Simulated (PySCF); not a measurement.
**Electric properties by functional and basis**

Compound: C5H7Cl.
SMILES with atom numbers: `[CH3:1][C@@:2]12[CH2:3][C@@H:4]1[C@@H:5]2[Cl:6]` (hydrogens: H7, H8, H9 on C1; H10, H11 on C3; H12 on C4; H13 on C5)

Geometry (PBE0-D3(BJ)/def2-SVP, Å), atoms numbered from 1 in this order:
```xyz
13
C5H7Cl angstrom
C      1.861    1.588    0.182
C      1.852    0.743    1.407
C      0.716    0.185    2.202
C      1.779   -0.725    1.679
C      2.953    0.053    2.107
Cl     3.341    0.343    3.837
H      1.894    2.658    0.441
H      0.953    1.416   -0.416
H      2.736    1.366   -0.447
H      0.669    0.375    3.282
H     -0.254    0.152    1.694
H      1.713   -1.597    1.029
H      3.889   -0.083    1.556
```

PySCF, dipoles from the SCF density, polarisabilities from static response with core orbitals frozen. Isolated species at its PBE0-D3(BJ)/def2-SVP geometry, gas phase.

The anisotropy is √(½[(α1 − α2)² + (α2 − α3)² + (α3 − α1)²]).

| level | μ (D) | α (au) | anisotropy (au) |
| --- | --- | --- | --- |
| LDA/def2-SVPD | 3.169 | 73.57 | 20.17 |
| PBE/def2-SVPD | 3.139 | 72.93 | 20.22 |
| B3LYP/def2-SVPD | 3.147 | 71.19 | 19.01 |
| PBE0/def2-SVPD | 3.189 | 70.34 | 18.75 |
| BHandHLYP/def2-SVPD | 3.200 | 68.87 | 17.75 |
| CAM-B3LYP/def2-SVPD | 3.161 | 69.95 | 18.03 |
| wB97X-D/def2-SVPD | 3.206 | 69.77 | 17.87 |
| LC-wPBE/def2-SVPD | 3.189 | 67.92 | 17.11 |
| HF/def2-SVPD | 3.288 | 66.80 | 16.37 |
| PBE0/6-31G* | 3.205 | 58.00 | 19.26 |
| PBE0/def2-SVP | 2.954 | 58.56 | 16.69 |
| PBE0/def2-TZVP | 3.057 | 67.28 | 19.21 |

The dipole runs from 2.95 D (PBE0/def2-SVP) to 3.29 D (HF/def2-SVPD). No reference polarisability is at hand; against PBE0 in the largest diffuse basis at hand (def2-SVPD) the other PBE0 rows deviate by 6-31G* -18%, def2-SVP -17%, def2-TZVP -4%. In one basis (def2-SVPD) the functionals order the polarisability from HF (lowest) to LDA (highest), a spread of 10%. With PBE0 the polarisability is 61.28 au without diffuse functions (mean of 6-31G*, def2-SVP and def2-TZVP) and 70.34 au with them (def2-SVPD).
